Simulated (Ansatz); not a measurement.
Input (CCSDT(Q)/aug-cc-pVTZ; Ansatz, a first-principles code):

Ansatz 0.2 input:
```yaml
crystal:
  periodic: [false, false, false]
  atoms:
    - {symbol: O, position_ang: [-0.00000000, -0.00000000, -0.67368277]}
    - {symbol: O, position_ang: [0.00000000, 0.00000000, 0.67368277]}
basis:
  gaussian:
    orbitals: aug-cc-pVTZ
total_charge: -1
magnetization: {spin_polarized: true, initial_magnetization: 1}
correlation: {method: ccsdt_q, electrons: outside_noble_gas}
```

Output:

```
Functional definition: HF
integrals: 0.22 GiB planned
1094 factors; integrals over basis functions are off by at most 2.1e-7 eV
mean field: 0.22 GiB planned
mean field evaluation 1: about -4068.8700 eV, gradient 2.8e1 eV
mean field evaluation 2: about -4068.8699 eV, gradient 2.8e1 eV
mean field evaluation 4: about -4072.0090 eV, gradient 2.3e0 eV
mean field evaluation 8: about -4072.0732 eV, gradient 1.7e-3 eV
mean field evaluation 16: about -4072.0716 eV, gradient 2.2e-1 eV
mean field evaluation 32: about -4070.2410 eV, gradient 1.2e1 eV
mean field evaluation 64: about -4067.9722 eV, gradient 1.0e1 eV
mean field evaluation 96: about -4068.3331 eV, gradient 3.5e-3 eV
mean field evaluation 128: about -4066.7227 eV, gradient 5.2e-2 eV
mean field evaluation 160: about -4066.5433 eV, gradient 8.9e-1 eV
mean field evaluation 192: about -4065.4202 eV, gradient 6.4e-3 eV
mean field evaluation 224: about -4064.8558 eV, gradient 7.1e-3 eV
mean field -4072.07320637 eV, -149.6459301839 hartree, gradient 6.3e-6 eV, S^2 0.794301; 5 other end points of the search recorded, 0 dependent functions left out
determinant -4072.07320637 eV, -149.6459301839 hartree, with singles and doubles -4085.32220194 eV, -150.1328217904 hartree
determinant -4069.05325941 eV, -149.5349491800 hartree, with singles and doubles -4082.00902932 eV, -150.0110649424 hartree
2 core orbitals not correlated
reference -4072.07320637 eV, -149.6459301839 hartree; 7, 6 occupied and 83, 84 virtual orbitals, 1094 factors
second order -13.21884340 eV of doubles, -0.00000000 eV of singles
coupled cluster: 4.28 GiB planned
cycle   1  -12.66727486 eV  change    5.5e-1 eV  update   1.2e-1
cycle   2  -13.45425328 eV  change   -7.9e-1 eV  update   6.4e-2
cycle   3  -13.89233982 eV  change   -4.4e-1 eV  update   2.7e-2
cycle   4  -13.87351426 eV  change    1.9e-2 eV  update   1.2e-2
cycle   5  -13.80896445 eV  change    6.5e-2 eV  update   6.1e-3
cycle   6  -13.81396269 eV  change   -5.0e-3 eV  update   2.8e-3
cycle   7  -13.82378811 eV  change   -9.8e-3 eV  update   1.5e-3
cycle   8  -13.82707428 eV  change   -3.3e-3 eV  update   9.5e-4
cycle   9  -13.82553761 eV  change    1.5e-3 eV  update   4.5e-4
cycle  10  -13.82620961 eV  change   -6.7e-4 eV  update   2.9e-4
cycle  11  -13.82540147 eV  change    8.1e-4 eV  update   1.8e-4
cycle  12  -13.82531938 eV  change    8.2e-5 eV  update   8.9e-5
cycle  13  -13.82533492 eV  change   -1.6e-5 eV  update   4.5e-5
cycle  14  -13.82532691 eV  change    8.0e-6 eV  update   2.2e-5
cycle  15  -13.82531921 eV  change    7.7e-6 eV  update   1.3e-5
cycle  16  -13.82530392 eV  change    1.5e-5 eV  update   7.0e-6
cycle  17  -13.82530681 eV  change   -2.9e-6 eV  update   4.0e-6
cycle  18  -13.82530979 eV  change   -3.0e-6 eV  update   2.0e-6
cycle  19  -13.82531013 eV  change   -3.4e-7 eV  update   1.0e-6
perturbative correction -0.05899523 eV, -0.0021680349 hartree
Total energy: -4085.95751174 eV, -150.1561689950 hartree
```

The determinant is spin-contaminated: <S^2> is 0.79, 0.04 over the pure value.
